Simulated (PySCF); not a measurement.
SMILES C at its CAM-B3LYP/def2-SVP optimised geometry (Å):

```
5

C     -0.3660    -0.2588     0.0000
H     -0.7320     0.7764     0.0000
H     -0.7320    -0.7764    -0.8965
H      0.7320    -0.2588     0.0000
H     -0.7320    -0.7764     0.8965
```

Calculation: CAM-B3LYP/def2-TZVP run with PySCF 2.14.0. Cells within 0.4 Å of a nucleus heavier than hydrogen are left out (blank, or x).

Map of the Laplacian of the electron density (e/bohr⁵), clipped to [-1.50, 1.50] on the plane z = 0.0 Å:

```
|777777777777777777777777777|
|777777777777777777777777777|
|777777777777777777777777777|
|777777777777777777777777777|
|777777777777777777777777777|
|777777778888877777777777777|
|777777788888888777777777777|
|777777888888888887777777777|
|777778888888888888777777777|
|777778888407888888877777777|
|777788888104888888887777777|
|777788888624788888888777777|
|777788888732578888888777777|
|77778888889xx65647888877777|
|7777888888xxxx2002888877777|
|7777888888xxx94406888877777|
|777788888879988788888877777|
|777788888888888888888777777|
|777778888888888888887777777|
|777778888888888888887777777|
|777777888888888888777777777|
|777777788888888877777777777|
|777777777888877777777777777|
|777777777777777777777777777|
|777777777777777777777777777|
|777777777777777777777777777|
|777777777777777777777777777|
```
Scale: ten equal steps from -1.50 (start of '0') to 0.382 (end of '9'), in the order '0123456789'; x runs from -3.00 to 3.00, y from -3.00 (bottom) to 3.00 (top).
